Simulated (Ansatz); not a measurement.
# HNPSi: the cost of one run

Computed with Ansatz 0.2.0, Gaussian basis. Level: the settings change from run to run.

21 further runs of the same task are left out: 1 for a known fault of the program, 8 that didn't finish, 12 set aside as unsound or not needed. Runs told in other sessions of the task aren't counted.

### 1 The system

The geometry is a PBE0/def2-TZVP stationary point (not a proven minimum).

4 atoms, charge 0, spin multiplicity 4.

Atoms are counted from 1 here; the program's logs count them from 0.

Bond lengths: N1–Si2 1.708 Å, Si2–P3 2.170 Å, P3–H4 1.425 Å. Angles: N1–Si2–P3 108.7°, Si2–P3–H4 93.3°.

As a file:

```xyz
4
charge 0, multiplicity 4
N     0.00000   -0.68533    1.79253
Si    0.00000    0.58952    0.65638
P     0.00000   -0.25782   -1.34158
H     0.00000    1.02000   -1.97272
```

### 2 CCSDT(Q)/B on UHF/6-31G

The input, in.yaml:

```yaml
crystal:
  periodic: [false, false, false]
  atoms:
    - {symbol: N, position_ang: [0.000000, -0.685331, 1.792532]}
    - {symbol: Si, position_ang: [0.000000, 0.589517, 0.656379]}
    - {symbol: P, position_ang: [0.000000, -0.257823, -1.341581]}
    - {symbol: H, position_ang: [0.000000, 1.019996, -1.972718]}
basis:
  gaussian: {orbitals: 6-31G}
magnetization: {spin_polarized: true, initial_magnetization: 3}
correlation: {method: ccsdt_q_b, electrons: outside_noble_gas}
scf: {lower_state_search: full}
```

On the command line:

```bash
$ ansatz run in.yaml --threads 1 --pin off --events-out ev --progress --plain --max-ram 2393MiB
```

Q: Estimate wall time and peak memory on 1 thread of Arm Neoverse V2, shared host.

About 27 s, with a peak of 0.31 GiB.
